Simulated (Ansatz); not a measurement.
This geometry of CH5B + ClH (9 atoms, charge 0, multiplicity 1) is a first-order saddle point.

Computed with RKS CAM-B3LYP/6-31G* (Ansatz).

```xyz
9
Properties=species:S:1:pos:R:3
B -0.034 -0.266 0.269
C -0.009 0.051 1.930
H -0.954 -0.009 2.477
H 0.810 -0.321 2.552
H 0.199 1.115 1.760
H 1.037 -0.155 -0.229
H -1.043 0.106 -0.233
Cl -0.293 -2.423 0.325
H -0.147 -1.285 1.307
```

**Question.** Which two structures does it join? (They come from a converged band through this point; their orientation in space is the band's.)

**Answer.** Bonds broken: B1–C2, Cl8–H9. Bonds formed: B1–Cl8, C2–H9. CH5B + ClH becomes BClH2 + CH4.

First end point:

```xyz
9
Properties=species:S:1:pos:R:3
B 0.023 0.162 0.287
C 0.064 0.404 1.831
H -0.867 0.176 2.359
H 0.908 -0.065 2.345
H 0.214 1.492 1.938
H 1.037 0.020 -0.333
H -1.002 0.263 -0.321
Cl -0.306 -2.772 0.394
H -0.506 -2.866 1.661
```

Last end point:

```xyz
9
Properties=species:S:1:pos:R:3
B -0.077 -0.658 -0.786
C -0.011 0.012 2.666
H -0.889 0.313 3.241
H 0.878 0.059 3.299
H 0.115 0.691 1.818
H 1.032 -0.228 -0.781
H -1.050 0.024 -0.771
Cl -0.287 -2.389 -0.835
H -0.146 -1.012 2.308
```

**Question.** How far does it lie above each of them?

**Answer.** 18.5 kcal/mol above the first and 45.8 kcal/mol above the second. This is the barrier of this one path; another mechanism may lie lower. The orbitals stay closed-shell, which can raise the energy where a bond breaks towards radicals; this wasn't checked here.

The run took 2.2 min on 2 threads of Arm Neoverse V1 (shared host), peak memory 0.13 GiB.
